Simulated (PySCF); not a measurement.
Isomers

Structures of CH3BS, singlet, relaxed at PBE0-D4/def2-TZVP (vibrations not checked; lower isomers may exist, and structures with a doubtful reference or unclear bonds are left out). PySCF 2.14 with density fitting (its default auxiliary sets; JK sets also for MP2 and CCSD(T)); basis: def2-TZVPP; cores frozen in the correlated methods. B3LYP uses VWN-RPA correlation.

(1) Rank them by CCSD(T) energy, lowest first, and give each one's height above the lowest. Links in brackets join atoms within 1.22 times the sum of their covalent radii (1.1 for two metals). (To be estimated.)
A.
CH₃BS ([BH]1[CH][SH]1)
```
6
angstrom
B 0.1500 0.0231 0.9010
C -0.8532 0.1084 -0.0377
S 0.6478 0.5181 -0.9322
H 1.0434 -0.6558 -1.5037
H -1.8348 0.1154 -0.4727
H 0.7813 -0.1044 1.8867
```
B.
CH₃BS ([BH][CH][SH])
```
6
angstrom
B -0.1154 -1.1699 -0.1482
C -0.6113 0.1148 -0.0447
S -0.1082 1.4885 0.9276
H 0.2868 -2.2676 -0.2553
H -1.4733 0.3597 -0.6646
H 0.9354 0.9133 1.5445
```
C.
CH₃BS ([CH3][B][S])
```
6
angstrom
C -0.3211 0.4155 -0.2548
B 0.5190 -0.6691 0.4097
S 1.4046 -1.8141 1.1104
H -1.0549 0.8215 0.4463
H 0.3106 1.2378 -0.6004
H -0.8599 0.0145 -1.1172
```
D.
CH₃BS ([CH2][B][SH])
```
6
angstrom
C -0.0795 0.3670 -0.0425
B 0.6873 -0.5193 0.6919
S 1.6629 -1.5422 1.6942
H -1.1536 0.4490 0.0860
H 0.3509 1.0224 -0.7924
H 1.6324 -2.6467 0.9209
```

(2) Do PBE-D4, r2SCAN-D4, PBE0-D4, B3LYP-D4, wB97M-V, HF, MP2 give the same order? (Judge from chemistry; the calculation decides.)

No T1 diagnostic of these runs exceeds 0.016.

For scale, one of the runs: CCSD(T)/def2-TZVPP, 146 basis functions, launched by `OMP_NUM_THREADS=2 python run.py`. Hardware: 2 CPU threads of an AMD EPYC 7B13, shared host. Wall time 62 s; peak host memory 0.81 GiB.

Results:

(1) By the calculation: C (0.00 kcal/mol), D (42.22 kcal/mol), A (65.37 kcal/mol), B (77.16 kcal/mol). Heights count from the lowest.

(2) The calculation gives: All do.
